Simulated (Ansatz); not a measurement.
A run of Ansatz (development build ahead of 0.2.0) on singlet C₃H₈ at this shape:

```yaml
atoms:
  - { symbol: C, position_ang: [0.0322, -0.2933, -1.2827] }
  - { symbol: C, position_ang: [-0.0433, 0.6039, -0.0050] }
  - { symbol: C, position_ang: [0.0374, -0.2624, 1.3038] }
  - { symbol: H, position_ang: [0.0328, 0.3817, -2.1374] }
  - { symbol: H, position_ang: [0.8800, -0.9197, -1.3690] }
  - { symbol: H, position_ang: [-0.9103, -0.9491, -1.3021] }
  - { symbol: H, position_ang: [-0.8790, 1.2199, -0.0419] }
  - { symbol: H, position_ang: [0.9135, 1.2110, -0.0040] }
  - { symbol: H, position_ang: [0.0069, 0.3543, 2.2199] }
  - { symbol: H, position_ang: [-0.9353, -0.9148, 1.3071] }
  - { symbol: H, position_ang: [0.8800, -0.8857, 1.2771] }
```

Its results:

* Converged: yes
* Reference energy: -118.19922 hartree
* Correlation energy: -0.28133 hartree
* Total energy: -118.48055 hartree
* Spin squared of the determinant: 0.000

Problem. Which input gives this output? Name the method, the orbitals and the basis set, and write the input.

Solution. RHF-MP2 in 6-31G. An unrestricted run that stays on the closed shell gives the same numbers.

```yaml
crystal:
  periodic: [false, false, false]
  atoms:
    - { symbol: C, position_ang: [0.03218, -0.29326, -1.2827] }
    - { symbol: C, position_ang: [-0.04331, 0.60395, -0.00497] }
    - { symbol: C, position_ang: [0.03736, -0.26237, 1.30376] }
    - { symbol: H, position_ang: [0.03284, 0.38175, -2.1374] }
    - { symbol: H, position_ang: [0.88002, -0.91974, -1.36901] }
    - { symbol: H, position_ang: [-0.91031, -0.94914, -1.30208] }
    - { symbol: H, position_ang: [-0.87898, 1.21986, -0.04192] }
    - { symbol: H, position_ang: [0.91352, 1.21098, -0.00401] }
    - { symbol: H, position_ang: [0.00688, 0.35428, 2.21993] }
    - { symbol: H, position_ang: [-0.93525, -0.91483, 1.30709] }
    - { symbol: H, position_ang: [0.87996, -0.88573, 1.27708] }
basis:
  gaussian: { orbitals: "6-31G" }
hamiltonian:
  xc: hf
correlation:
  method: mp2
  frozen_orbitals: { C: 1, H: 0 }
```
